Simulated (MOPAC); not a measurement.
MOPAC input (MNDO):

```
MNDO 1SCF UHF MS=0.5 GEO-OK AUX(PRECISION=9) THREADS=1
C2H5S

C     1.52399082 1    0.64641529 1   -0.00531841 1
C     0.00641875 1    0.75859448 1    0.00504775 1
S    -0.88739644 1   -0.80741437 1    0.00020570 1
H    -0.35075465 1    1.31075033 1    0.88086873 1
H    -0.36177463 1    1.32241875 1   -0.85869246 1
H     1.98165574 1    1.63922735 1   -0.00155821 1
H     1.87896306 1    0.10217541 1    0.87023868 1
H     1.86779611 1    0.11399946 1   -0.89252405 1
```

### Question
What heat of formation does the run end on, and which ionisation energy by Koopmans theorem?

### Answer
19.34 kcal/mol; 9.30 eV.
